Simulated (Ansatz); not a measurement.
Process, species as SMILES: C=C=O → C(=O)=[CH-] + H+
B3LYP-D3(BJ)/def2-TZVP geometries, fixed; electronic energies without zero-point terms.

Basis-set convergence of the deprotonation energy at r2SCAN with Ansatz (a quantum-chemistry and plane-wave program). All functions are spherical. No added dispersion term, no relativity. Functions are those of the species that has most. Reference: the value in aug-pcseg-3, 373.16 kcal/mol, itself unsure by roughly 0.28 kcal/mol (its mean distance from aug-cc-pVQZ, def2-QZVPPD).

```json
[
 {"basis": "def2-SV(P)", "functions": "46", "deprotonation energy (kcal/mol)": "380.25"},
 {"basis": "pcseg-1", "functions": "52", "deprotonation energy (kcal/mol)": "(withheld)"},
 {"basis": "6-311G**", "functions": "66", "deprotonation energy (kcal/mol)": "(withheld)"},
 {"basis": "6-311+G**", "functions": "78", "deprotonation energy (kcal/mol)": "(withheld)"},
 {"basis": "def2-SVPD", "functions": "79", "deprotonation energy (kcal/mol)": "(withheld)"},
 {"basis": "6-311++G(2d,2p)", "functions": "101", "deprotonation energy (kcal/mol)": "372.51"},
 {"basis": "cc-pVTZ", "functions": "118", "deprotonation energy (kcal/mol)": "377.77"},
 {"basis": "pcseg-2", "functions": "118", "deprotonation energy (kcal/mol)": "374.07"},
 {"basis": "def2-TZVPP", "functions": "121", "deprotonation energy (kcal/mol)": "375.54"},
 {"basis": "6-311++G(3df,3pd)", "functions": "153", "deprotonation energy (kcal/mol)": "372.89"},
 {"basis": "aug-cc-pVTZ", "functions": "184", "deprotonation energy (kcal/mol)": "372.86"},
 {"basis": "aug-pcseg-2", "functions": "184", "deprotonation energy (kcal/mol)": "372.89"},
 {"basis": "pcseg-3", "functions": "246", "deprotonation energy (kcal/mol)": "373.35"}
]
```

Question: Complete the blanks.

Answer: 
- pcseg-1, deprotonation energy (kcal/mol): 375.57
- 6-311G**, deprotonation energy (kcal/mol): 380.56
- 6-311+G**, deprotonation energy (kcal/mol): 372.04
- def2-SVPD, deprotonation energy (kcal/mol): 373.48
